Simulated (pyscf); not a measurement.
Structures and frequencies: ωB97X-D3(BJ)/def2-SVP in PySCF.

### Question
Estimate the classical barrier height and the reaction energy of `[CH3][GeH3]` + `[CH3]` [doublet] → `[CH3][CH3]` + `[GeH3]` [doublet] at ωB97M-D3(BJ)/def2-TZVP. The step runs on the doublet surface, breaks C–Ge and forms C–C; take the separated reactants as zero.

### Answer
ΔE‡ = 33.2 kcal/mol, ΔE = -15.4 kcal/mol. Zero-point energy shifts the barrier by +2.1 kcal/mol. It is a substitution at C, with an imaginary mode of 1106i cm⁻¹. The same reactants have a lower exit, to H₃C–GeH₂• + CH₄ (barrier +5.4 kcal/mol at ωB97M-D3(BJ)/def2-TZVP, against +33.2 kcal/mol here). One saddle was located; it need not be the lowest between these sides. The angle at the attacked C is 180°. Elements up to Kr have no core potential and no relativistic terms here.
